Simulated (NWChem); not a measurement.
# carbon tetrachloride (CCl$_{4}$); SMILES ClC(Cl)(Cl)Cl

All runs: NWChem. Pople sets run with spherical d functions. B3LYP is NWChem's, with the RPA form of VWN correlation. Each level has its own optimisation; frequencies are unscaled.

For level Hartree-Fock/6-31G*:

```yaml
highest harmonic frequency (cm⁻¹): 898
lowest (cm⁻¹): 244
```

Question: What are these values for level B3LYP/6-31G*?

Answer: 
- highest harmonic frequency (cm⁻¹) = 749
- lowest (cm⁻¹) = 219
